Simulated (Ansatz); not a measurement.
**BClH2O: taking an electron away**

An exercise on one series of results from a longer session: the logs are not shown, and one member is left open.

Method: unrestricted cation, the program's frozen cores in correlated methods; program: Ansatz 0.2.0, Gaussian basis.

Levels to be run: UKS PBE-D4/def2-TZVPP; UKS r2SCAN-D4/def2-TZVPP; UKS PBE0-D4/def2-TZVPP; UKS B3LYP-D4/def2-TZVPP; UKS wB97X-V/def2-TZVPP; UKS wB97M-V/def2-TZVPP; UKS B2PLYP/def2-TZVPP; UHF-CCSD(T)/def2-TZVPP; UHF-MP2/def2-QZVPP; extrapolation to the limit; then −ε(HOMO) from the neutral's earlier runs with LDA (SPW92), PBE-D4, revPBE-D4, BLYP-D4, r2SCAN-D4, B97M-V, PBE0-D4, B3LYP-D4, r2SCANh-D4, r2SCAN0-D4, HSE06-D4, BHLYP-D4, CAM-B3LYP-D4, LC-ωPBE, ωB97X-V, ωB97M-V.

### The relaxed structure

All runs share one geometry, relaxed beforehand with PBE0-D4 in a triple-zeta def2 set.

SMILES `OBCl`, 5 atoms, charge 0, spin multiplicity 1.

Atoms are counted from 1 here; the program's logs count them from 0.

Bond lengths: O1–B2 1.340 Å, O1–H4 0.963 Å, B2–Cl3 1.766 Å, B2–H5 1.189 Å. Angles: B2–O1–H4 113.9°, O1–B2–Cl3 121.0°, O1–B2–H5 119.8°, Cl3–B2–H5 119.2°.

The first run:

in.yaml reads:

```yaml
crystal:
  periodic: [false, false, false]
  atoms:
    - {symbol: O, position_ang: [-0.863252, -0.618611, -0.002887]}
    - {symbol: B, position_ang: [0.379022, -0.137190, 0.137890]}
    - {symbol: Cl, position_ang: [0.788554, 1.496001, -0.395299]}
    - {symbol: H, position_ang: [-1.477730, 0.001188, -0.409748]}
    - {symbol: H, position_ang: [1.223306, -0.815089, 0.628646]}
basis:
  gaussian: {orbitals: def2-TZVPP}
total_charge: 1
magnetization: {spin_polarized: true, initial_magnetization: 1}
hamiltonian: {xc: pbe, dispersion: d4}
```

Steps of the session up to this table: Cation, UKS PBE-D4/def2-TZVPP; Cation, UKS r2SCAN-D4/def2-TZVPP; Cation, UKS PBE0-D4/def2-TZVPP; Cation, UKS B3LYP-D4/def2-TZVPP; Cation, UKS wB97X-V/def2-TZVPP; Cation, UKS wB97M-V/def2-TZVPP; Cation, UKS B2PLYP (frozen core)/def2-TZVPP; Cation, UHF-CCSD(T)/def2-TZVPP; Cation, UHF-MP2/def2-QZVPP.

One of the session's tables, all rows but one given; the rest of the session is left out.

It belongs to the step «Ionisation energies side by side». For comparison, −ε(HOMO) of the neutral from earlier runs:

```
  functional  −ε(HOMO) (eV)
 LDA (SPW92)           7.84
      PBE-D4           7.71
   revPBE-D4           7.65
     BLYP-D4           7.56
   r2SCAN-D4           8.05
      B97M-V           8.16
     PBE0-D4           9.15
    B3LYP-D4           8.88
  r2SCANh-D4           8.58
  r2SCAN0-D4              ?
    HSE06-D4           8.74
    BHLYP-D4          10.46
CAM-B3LYP-D4          10.56
     LC-ωPBE          12.00
     ωB97X-V          11.61
     ωB97M-V          11.45
```

Estimate the missing values for r2SCAN0-D4.

Worked estimate for «−ε(HOMO) (eV)». Against the share of exact exchange, r2SCAN-D4 (0, 8.05), r2SCANh-D4 (0.1, 8.58) give a slope of 5.30 per unit share; at 0.25 the line stands at 9.37.

**Answer.** −ε(HOMO) (eV): 9.38. In «−ε(HOMO) (eV)» the line misses by -0.01.
